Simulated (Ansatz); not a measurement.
`[SiH2]O[SiH3]`, charge 0, multiplicity 2.

**Question.** Give a relaxed structure at PBE0-D4/def2-TZVP (the Gaussian-basis code of Ansatz). (Estimate.)

**Answer.** Computed: 
Cartesian coordinates in Å:
```
Si -0.505 1.732 -0.193
O -0.031 0.297 0.436
Si 0.641 -1.167 0.137
H -1.271 2.460 0.856
H -1.359 1.503 -1.398
H 0.437 -2.019 1.333
H 2.094 -1.013 -0.126
H -0.006 -1.795 -1.045
```
